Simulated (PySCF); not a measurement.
Working out the ionisation energy of Cl

Cl [Ne] 3s2 3p5 (2P) → Cl⁺ [Ne] 3s2 3p4 (3P). Computed with PySCF 2.14 in def2-QZVPPD (10s7p5d2f1g, 79 functions), with no relativity, point nucleus. Frozen: 1s2. Energies in hartree (1 hartree = 27.21139 eV):

```json
{"part": "UHF", "Cl (lower)": "-459.489559", "Cl⁺ (upper)": "-459.057255"}
{"part": "CCSD correlation", "Cl (lower)": "-0.377566", "Cl⁺ (upper)": "-0.338654"}
{"part": "(T)", "Cl (lower)": "-0.009026", "Cl⁺ (upper)": "-0.006960"}
```

Task: What does Hartree-Fock give?

Result: (-459.057255) − (-459.489559) = 0.432304 hartree = 11.764 eV.

Task: What do CCSD and CCSD(T) give?

Result: The CCSD correlation energies differ by 0.038912 hartree = 1.059 eV and the triples by 0.002066 hartree = 0.056 eV, so CCSD gives 12.823 eV and CCSD(T) 12.879 eV.

Measured between the centres of the two terms (NIST): 12.974 eV, so CCSD(T) (valence and next inner shell) is off by -0.095 eV.

What remains against the reference includes basis incompleteness, the frozen core and higher excitations.
